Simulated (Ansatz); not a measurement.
The input, for Ansatz 0.2.0:

```yaml
crystal:
  periodic: [false, false, false]
  atoms:
    - {symbol: B, position_ang: [0.000000, -0.710592, 1.279946]}
    - {symbol: Al, position_ang: [0.000000, 0.289182, -0.515378]}
    - {symbol: H, position_ang: [0.000000, 0.199575, 2.057644]}
    - {symbol: H, position_ang: [0.000000, -0.319000, -1.989977]}
basis:
  gaussian: {orbitals: def2-mTZVP}
correlation: {active_space: {ras: {orbitals: [4, 0, 37], electrons: 8, max_holes: 2, max_particles: 2}, fixed_orbitals: true}}
output: {forces: true}
```

```sh
$ ansatz run in.yaml --threads 1 --pin off --events-out ev --progress --plain --max-ram 2393MiB
```

Log:

```
439 factors; integrals over basis functions are off by at most 1.1e-3 eV
mean field evaluation 1: about -7280.8991 eV, gradient 1.1e1 eV
mean field evaluation 2: about -7280.8993 eV, gradient 1.1e1 eV
mean field evaluation 4: about -7281.6556 eV, gradient 1.6e0 eV
mean field evaluation 8: about -7281.6791 eV, gradient 3.3e-4 eV
mean field evaluation 16: about -7278.9848 eV, gradient 2.8e0 eV
mean field evaluation 32: about -7264.1877 eV, gradient 1.4e1 eV
mean field -7281.67913777 eV, -267.5967726136 hartree, gradient 3.7e-6 eV, S^2 0.000000; 3 other end points of the search recorded, 0 dependent functions left out
reference -7281.67913777 eV, -267.5967726136 hartree; 10, 10 occupied and 37, 37 virtual orbitals, 439 factors
state -7285.62432172 eV, -267.7417554497 hartree
the calculation of the forces begins
Total energy: -7285.62432172 eV, -267.7417554497 hartree
Atom 0 at     0.000000    -0.710592     1.279946 Å, force     0.000000     0.682301     0.302574 eV/Å
Atom 1 at     0.000000     0.289182    -0.515378 Å, force     0.000000    -0.288638    -1.045203 eV/Å
Atom 2 at     0.000000     0.199575     2.057644 Å, force    -0.000000    -0.497145     1.055491 eV/Å
Atom 3 at     0.000000    -0.319000    -1.989977 Å, force    -0.000000     0.103482    -0.312862 eV/Å
Dipole moment:     0.000000     0.298884    -0.095840 e Å
```

Natural occupations: 1.9736 1.9727 1.9523 1.8522 0.1226 0.0282 0.0207 0.0180 0.0118 0.0118 0.0064 0.0048 0.0047 0.0039 0.0029 0.0021 0.0020 0.0018 0.0016 0.0013 0.0010 0.0008 0.0006 0.0004.

Forces (eV/Å):
```
B    0.000  0.682  0.303
Al   0.000 -0.289 -1.045
H    0.000 -0.497  1.055
H    0.000  0.103 -0.313
```

Ran on 1 thread of Intel Xeon Platinum 8259CL, shared host: 2.4 s wall, 0.17 GiB peak host memory.
